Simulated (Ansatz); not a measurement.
Zinc-blende GaN (metastable phase), relaxed in Ansatz (plane waves) with several semilocal functionals. Each gives its own volume and its own elastic constant C11:

```tsv
level	V0 (Å³/atom)	elastic constant C11 (GPa)	ln V0	ln C11
LDA	11.054	289.6	2.4028	5.6685
r²SCAN	11.374	284.4	2.4313	5.6504
PBE	11.762	253.7	2.4649	5.5362
```

Problem. Fit a straight line to ln C11 against ln V0. What does it predict for PBEsol, whose volume is 11.375 Å³/atom?

Solution. With x = ln V0 and y = ln C11: means 2.43300 and 5.61837; Σ(Δx Δy) = -0.004190, Σ(Δx²) = 0.001933, so the slope is -2.17. At x = 2.4314 the line gives y = 5.61837 + (-2.17) × (2.4314 − 2.43300) = 5.6218, or 276.4 GPa. The run with PBEsol gives 270.7 GPa, -2.1 % from the line. The rows used scatter about it by up to 2.9 %, while the largest value lies 14 % above the smallest.

Ansatz's density-functional and Hartree–Fock values are scalar-relativistic unless marked +SOC, with PAW data made under PBE.

Ansatz is a quantum-chemistry and plane-wave program.
